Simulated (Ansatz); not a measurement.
Harmonic frequencies (cm⁻¹) at PBE0-D4/def2-TZVP from Ansatz: 228, 423, 628, 654, 721, 824, 946, 1032, 1077, 1158, 1316, 1504, 1942, 3102, 3172.

Q: Which molecule is it?
A. `O=COC=S`
B. `O=C1OCS1`
C. `S=C1OCO1`
D. `O=C1SC1O`

A: B.
